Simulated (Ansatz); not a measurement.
**C₆H₅ radical: basis-set convergence**

The task here is to estimate one member of a computed series from the others.

Program: Ansatz 0.2.0, Gaussian basis. Level of theory: one geometry, several basis sets. These are calculated values, not measurements.

The runs, in order: PBE0-D4/def2-SVP; ωB97M-V/def2-SVP; PBE0-D4/def2-QZVPP; ωB97M-V/def2-QZVPP; the functionals' def2-TZVPP values are taken from earlier runs.

## Structure used throughout

The geometry comes from an earlier relaxation with PBE0-D4 in a triple-zeta def2 set; it is a stationary point, not always the lowest conformer.

SMILES `[c]1ccccc1`, 11 atoms, charge 0, spin multiplicity 2.

Atoms are counted from 1 here; the program's logs count them from 0.

Bond lengths: C1–C2 1.368 Å, C1–C6 1.368 Å, C2–C3 1.395 Å, C2–H7 1.084 Å, C3–C4 1.388 Å, C3–H8 1.085 Å, C4–C5 1.388 Å, C4–H9 1.084 Å, C5–C6 1.395 Å, C5–H10 1.085 Å, C6–H11 1.084 Å. Angles: C2–C1–C6 126.0°, C1–C2–C3 116.5°, C1–C2–H7 122.4°, C3–C2–H7 121.1°, C2–C3–C4 120.2°, C2–C3–H8 119.7°, C4–C3–H8 120.1°, C3–C4–C5 120.7°, C3–C4–H9 119.7°, C5–C4–H9 119.7°, C4–C5–C6 120.2°, C4–C5–H10 120.1°, C6–C5–H10 119.7°, C1–C6–C5 116.5°, C1–C6–H11 122.4°, C5–C6–H11 121.1°.

Set-up of the first run:

Input file in.yaml:

```yaml
crystal:
  periodic: [false, false, false]
  atoms:
    - {symbol: C, position_ang: [-0.255971, -0.814266, -1.291159]}
    - {symbol: C, position_ang: [0.246625, -1.501308, -0.219940]}
    - {symbol: C, position_ang: [0.478499, -0.761404, 0.939628]}
    - {symbol: C, position_ang: [0.201422, 0.598716, 0.966940]}
    - {symbol: C, position_ang: [-0.308159, 1.240517, -0.153713]}
    - {symbol: C, position_ang: [-0.548409, 0.521951, -1.324938]}
    - {symbol: H, position_ang: [0.457558, -2.563924, -0.257939]}
    - {symbol: H, position_ang: [0.876517, -1.254033, 1.820419]}
    - {symbol: H, position_ang: [0.384741, 1.165291, 1.872466]}
    - {symbol: H, position_ang: [-0.521520, 2.303723, -0.122626]}
    - {symbol: H, position_ang: [-0.946003, 1.007838, -2.208639]}
basis:
  gaussian: {orbitals: def2-SVP}
magnetization: {spin_polarized: true, initial_magnetization: 1}
hamiltonian: {xc: pbe0, dispersion: d4}
output: {orbitals: {seedname: orbitals}}
```

Command:

```
$ ansatz run in.yaml --threads 2 --pin off --events-out ev --progress --plain --max-ram 32768MiB --backend cpu
```

Steps of the session up to this table: PBE0-D4 in def2-SVP; ωB97M-V in def2-SVP; PBE0-D4 in def2-QZVPP; ωB97M-V in def2-QZVPP.

One of the session's tables, all rows but one given; the rest of the session is left out.

It belongs to the step «Functionals by basis». 

| functional | basis | HOMO (eV) | LUMO (eV) |
| --- | --- | --- | --- |
| PBE0-D4 | def2-SVP | -7.04 | -1.77 |
| PBE0-D4 | def2-TZVPP | -7.06 | -1.92 |
| PBE0-D4 | def2-QZVPP | -7.08 | -1.96 |
| ωB97M-V | def2-SVP | -9.06 | 0.19 |
| ωB97M-V | def2-TZVPP | -9.11 | -0.10 |
| ωB97M-V | def2-QZVPP | ? | ? |

**Question.** Estimate the row for ωB97M-V, def2-QZVPP.

The run gave: HOMO (eV): -9.13; LUMO (eV): -0.19. In the column «HOMO (eV)» it is the lowest.
